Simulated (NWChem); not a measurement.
## FLi

```xyz
2

Li     0.0000     0.0000    -1.1467
F      0.0000     0.0000     0.3822
```
Charge 0, spin multiplicity 1.

All runs are NWChem calculations. Structure: optimised with B3LYP/def2-SVP, a minimum by its harmonic frequencies.

Symmetry labels belong to the abelian group C2v used in the runs, with the axes of the coordinates shown; states degenerate in a higher group split over its labels.

B3LYP has NWChem's definition, with VWN1-RPA local correlation. The structure started from a generated list of species.

Q: List the lowest 3 singlet excitations that TD-B3LYP/def2-SVPD, VWN1-RPA local correlation gives, with oscillator strengths.

A: 
```json
[
 {"state": "1", "symmetry": "b2", "energy (eV)": "5.55", "wavelength (nm)": "224", "f": "0.021"},
 {"state": "2", "symmetry": "b1", "energy (eV)": "5.55", "wavelength (nm)": "224", "f": "0.021"},
 {"state": "3", "symmetry": "a1", "energy (eV)": "5.91", "wavelength (nm)": "210", "f": "0.001"}
]
```
